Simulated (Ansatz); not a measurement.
Stepwise reaction of trisilane with ammonia, as a gas-phase model of exchange steps in deposition or etching. ΔE in kJ/mol.

Isolated molecules relaxed with PBE0-D4/def2-TZVP in Ansatz; ΔE leaves out vibrations. CCSD(T)/CBS is the MP2 limit (def2-TZVPP, def2-QZVPP) plus CCSD(T) − MP2 in def2-TZVPP, frozen cores. This one scheme is used for every species. DFT in def2-TZVPP. B3LYP here is the variant with VWN-RPA as its local correlation; programs differ in this. One conformer a species, not always the lowest.

| step | reaction | PBE-D4 | B3LYP-D4 | ωB97M-V | CCSD(T)/CBS |
| --- | --- | --- | --- | --- | --- |
| 1 | `[SiH3][SiH2][SiH3]` + NH₃ → `N[SiH2][SiH3]` + SiH₄ | -11.5 | -29.9 | -34.0 | -28.0 |

(1) Give the row of step 2, `N[SiH2][SiH3]` + NH₃ → `N[SiH2]N` + SiH₄. (Best estimate.)

(2) By hand: ΔE of the 2 steps together at CCSD(T)/CBS.

## Answers

(1) Computed: 
```csv
step,reaction,PBE-D4,B3LYP-D4,ωB97M-V,CCSD(T)/CBS
2,`N[SiH2][SiH3]` + NH₃ → `N[SiH2]N` + SiH₄,-49.0,-66.9,-72.7,-68.0
```

(2) (-28.0) + (-68.0) = -96.0 kJ/mol, or -48.0 kJ/mol a step.

In ΔE each step is lower than the one before. All are downhill at CCSD(T)/CBS. PBE-D4 differs from CCSD(T)/CBS by 16.5 to 19.0 kJ/mol a step. Isolated molecules leave out the surface, adducts and barriers. Largest T1 diagnostic: 0.013.
